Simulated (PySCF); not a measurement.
Core-level binding energies of BH3

Species: BH3.
Z-matrix (Å and degrees, PBE0-D3(BJ)/def2-SVP geometry), rows numbered from 1:
```
B 
H   1  1.2066
H   1  1.2065  2  120.00
H   1  1.2065  2  120.00  3  -180.00
```

Level of theory: PySCF 2.14.0, delta-SCF UKS SCAN, pcX-2 on the ionised atom, pcseg-1 elsewhere, spin-free X2C. Each binding energy is the total energy of the core-ionised species, with the hole localised on one atom, minus that of the ground state; both are solved self-consistently, so orbital relaxation is included.

List the computed XPS lines with their assignment.

```csv
atom(s),environment,level,binding energy (eV),count
B1,boron bonded to 3 H,B 1s,197.55,1
```

Which photon wavelength matches the B 1s of B1 threshold?

λ = hc/E = 12398.42 eV Å / 197.55 eV = 62.761 Å.

Give the binding energy of B 1s of B1 in hartree and in kJ/mol.

197.55 eV = 7.2598 Eh = 19061 kJ/mol.

Isolated species at its PBE0-D3(BJ)/def2-SVP geometry, gas phase.

Time: 0.6 s. Hardware: an x86-64 server with one thread, no GPU (shared host).
